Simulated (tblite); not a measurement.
Species: C4H6P (charge -1).
Numbering: `[CH:1]#[C:2][CH2:3][P-:4][CH3:5]` (hydrogens: H6 on C1; H7, H8 on C3; H9, H10, H11 on C5)

Structure optimised with GFN2-xTB, isolated species.

**Question.** Give the optimised bond lengths and angles.

**Answer.** 
```json
{"bond": "C1≡C2", "length (Å)": "1.201", "order": "triple"}
{"bond": "C2–C3", "length (Å)": "1.435", "order": "single"}
{"bond": "C3–P4", "length (Å)": "1.893", "order": "single"}
{"bond": "P4–C5", "length (Å)": "1.864", "order": "single"}
{"bond": "C1–H6", "length (Å)": "1.051", "order": "single"}
{"bond": "C3–H7, C3–H8", "length (Å)": "1.097", "order": "single"}
{"bond": "C5–H9, C5–H10, C5–H11", "length (Å)": "1.092", "order": "single"}
```

Bonds in one row agree within 0.01 Å and their mean is given. Orders are formal, as drawn. A selection of angles:
```json
{"angle": "C2–C1–H6", "degrees": "178.9"}
{"angle": "C1–C2–C3", "degrees": "176.4"}
{"angle": "C2–C3–P4", "degrees": "112.6"}
{"angle": "C2–C3–H7", "degrees": "110.2"}
{"angle": "P4–C3–H7", "degrees": "109.2"}
{"angle": "P4–C3–H8", "degrees": "105.6"}
{"angle": "H7–C3–H8", "degrees": "108.9"}
{"angle": "C3–P4–C5", "degrees": "95.3"}
{"angle": "P4–C5–H9", "degrees": "107.3"}
{"angle": "P4–C5–H10", "degrees": "110.9"}
{"angle": "H9–C5–H10", "degrees": "109.1"}
```

Torsions: C2–C3–P4–C5 -67° (synclinal). The mirror-image conformer, all signs reversed, is as good.

The C–P distances run from 1.864 Å (P4–C5, drawn single) to 1.893 Å (C3–P4, drawn single), a spread of 0.029 Å. The C–C distances run from 1.201 Å (C1≡C2, drawn triple) to 1.435 Å (C2–C3, drawn single), a spread of 0.234 Å. Of the pairs four or more bonds apart, C2···H10 is among the closest relative to their van der Waals radii: 2.79 Å, 96 % of the sum of Bondi's values.

Point group: C1 (no symmetry element, even within 0.4 Å). Its GFN2-xTB frequencies are all real (lowest 77 cm⁻¹).

The numbers are calculated, not measured.
